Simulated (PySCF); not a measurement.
Mayer bond orders and bond lengths

Species: C6H4O2.
SMILES with atom numbers: `[cH:1]1[cH:2][c:3]2[o:4][cH:5][cH:6][c:7]2[o:8]1` (hydrogens: H9 on C1; H10 on C2; H11 on C5; H12 on C6)

Geometry (GFN2-xTB, Å), atoms numbered from 1 in this order:
```
atom  x, y, z in Å
C1     1.986   -0.109   -0.522
C2     1.568    0.119    0.758
C3     0.158    0.117    0.665
O4    -0.962    0.254    1.396
C5    -1.986    0.109    0.517
C6    -1.568   -0.119   -0.763
C7    -0.158   -0.114   -0.670
O8     0.963   -0.253   -1.401
H9     2.976   -0.190   -0.925
H10    2.182    0.263    1.622
H11   -2.975    0.188    0.922
H12   -2.182   -0.265   -1.626
```

Bond orders from the PBE0/pcSseg-1 density (PySCF). Isolated species at its GFN2-xTB geometry, gas phase.

Question: How far do the computed orders between heavy atoms stray from the drawn ones?

Answer: The largest departure is 0.468, at C3–O4 (drawn aromatic, 1.032) and C7–O8 (drawn aromatic, 1.032), counting aromatic bonds as 1.5. The bonds drawn aromatic range from 1.03 to 1.61.

Question: Give the Mayer order of every bond between heavy atoms, beside its length.

Answer: 
```
 bond  drawn as  length (Å)  Mayer order
C1–C2  aromatic       1.366        1.615
C2–C3  aromatic       1.413        1.256
C3–O4  aromatic       1.345        1.032
O4–C5  aromatic       1.357        1.078
C5–C6  aromatic       1.366        1.615
C6–C7  aromatic       1.413        1.256
C7–O8  aromatic       1.345        1.032
O8–C1  aromatic       1.357        1.078
C7–C3  aromatic       1.391        1.371
```

Bonds between the same two heavy elements. C–C: lowest C2–C3 and C6–C7 (1.256, 1.413 Å), highest C1–C2 and C5–C6 (1.615, 1.366 Å). C–O: lowest C3–O4 and C7–O8 (1.032, 1.345 Å), highest O4–C5 and O8–C1 (1.078, 1.357 Å); in 4 of the 6 pairs the longer bond (by over 0.003 Å) has the higher order (by 0.02 or more). Bonds named together lie within 0.004.

Question: And the bonds to hydrogen?

Answer: C–H: 0.98 to 0.99 (4 bonds).

Question: Sum the orders of all bonds at each heavy atom with more than one neighbour and set the sums beside the valence in the SMILES.

Answer: C1 3.683 (drawn 4), C2 3.850 (drawn 4), C3 3.659 (drawn 4), O4 2.110 (drawn 2), C5 3.683 (drawn 4), C6 3.850 (drawn 4), C7 3.659 (drawn 4), O8 2.110 (drawn 2). Orders between atoms that aren't bonded are not in these sums.

Mayer orders depend on the basis set.

These values come from a run that also computed NMR shieldings. Hardware: Arm Neoverse V1, one thread, no GPU, on a shared host. Cost: 16 s of wall time.
